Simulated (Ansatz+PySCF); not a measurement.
A calculation with Ansatz (development build ahead of 0.2.0).

```yaml
crystal:
  periodic: [false, false, false]
  atoms:
    - { symbol: "N", position_ang: [0.0, 0.0, -0.47105] }
    - { symbol: H, position_ang: [0.0, 0.0, 3.29737] }
    - { symbol: Li, position_ang: [30.0, 0.0, -1.43806] }
    - { symbol: H, position_ang: [30.0, 0.0, 4.31418] }
basis:
  gaussian: { orbitals: "6-31G" }
magnetization:
  initial_magnetization: 2
hamiltonian:
  xc: hf
scf:
  omitted_lower_state_checks: [starts, atomic_configurations, cluster_reference, orbital_swaps, given_window_search, neighbouring_geometries, increment]
```

The input is written out in the form of the current development build from the run's settings.

Results

```
Converged                       : yes
Total energy                    : -62.49488 hartree
Spin squared of the determinant : 2.000
Stability test                  : minimum among restricted orbitals
```

This is not the lowest solution: another run reaches a determinant 1.36 eV lower. Caution: an unrestricted determinant lies well below.
